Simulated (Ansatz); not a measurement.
A structure relaxed at PBE0-D4/def2-TZVP, charge 0, multiplicity 2:

```csv
atom,x (Å),y (Å),z (Å)
O1,0.513,1.279,0.870
Al2,0.312,-0.389,0.643
O3,-0.449,-0.945,-0.776
H4,0.213,1.926,0.229
H5,-0.589,-1.871,-0.965
```

Q: Give its formula and SMILES.

A: AlH2O2, `[OH][Al][OH]`.

Q: Point group (tolerance 0.08 Å, 0.16 Å for H)?

A: Cs.

Q: Summarise the bond lengths by kind.

A: 2 × Al–O 1.696 to 1.703 Å; 2 × H–O 0.956 to 0.958 Å.

All numbers were calculated with Ansatz.
